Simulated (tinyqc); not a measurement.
Worked calculation: harmonic frequencies on the UHF/sto-3g surface (energies and gradients from PySCF), for H2O+, spin multiplicity 2. One step of it, computed by the program tinyqc.

Task: Normal modes. Diagonalise H_ij / sqrt(m_i m_j); the 6 smallest eigenvalues belong to translations and rotations; wavenumber = sqrt(eigenvalue / 1822.888) x 219474.63; each mode has its largest component positive (the first on a tie); zero-point energy = sum of wavenumbers / 2, with 349.755 1/cm per kcal/mol. A mass of 2.014 u marks deuterium.

Hessian (symmetrised) (hartree/bohr^2), lower triangle:
```
,1Ox,1Oy,1Oz,2Hx,2Hy,2Hz,3Hx,3Hy,3Hz
1Ox,0.00046149
1Oy,-0.00065261,0.72435786
1Oz,0.01415426,-0.00291453,0.43523436
2Hx,-0.00021549,-0.00793690,-0.00677717,0.00019493
2Hy,-0.00606913,-0.36675372,-0.19533838,0.00697334,0.38788572
2Hz,-0.00673293,-0.25278034,-0.21305399,0.00612015,0.22364730,0.19351849
3Hx,-0.00024593,0.00858951,-0.00737710,0.00002053,-0.00090421,0.00061278,0.00022537
3Hy,0.00672174,-0.35760422,0.19825291,0.00096356,-0.02113196,0.02913307,-0.00768530,0.37873623
3Hz,-0.00742133,0.25569487,-0.22218052,0.00065702,-0.02830895,0.01953558,0.00676431,-0.22738595,0.20264502
```

masses (u): 1O 15.994915, 2H 2.014102, 3H 1.007825

Give: eigenvalues of the mass-weighted Hessian; harmonic wavenumbers of the vibrations; mass-weighted modes; zero-point energy.

Result:

eigenvalues of the mass-weighted Hessian (hartree/(bohr^2 u)): 0.0000  0.0000  0.0000  0.0000  0.0000  0.0000  0.0772  0.2970  0.5642

harmonic wavenumbers of the vibrations (1/cm): 1428.5  2801.4  3861.1

mass-weighted modes:
```
,mode 1,mode 2,mode 3
1Ox,-0.0100,-0.0061,0.0042
1Oy,0.0023,-0.2595,-0.2117
1Oz,-0.3080,-0.1926,0.1254
2Hx,0.0143,0.0164,0.0012
2Hy,-0.3401,0.7850,0.0339
2Hz,0.4320,0.5219,0.0367
3Hx,0.0197,0.0010,-0.0185
3Hy,0.4714,-0.0758,0.7954
3Hz,0.6164,0.0295,-0.5513
```

zero-point energy = 11.5666 kcal/mol
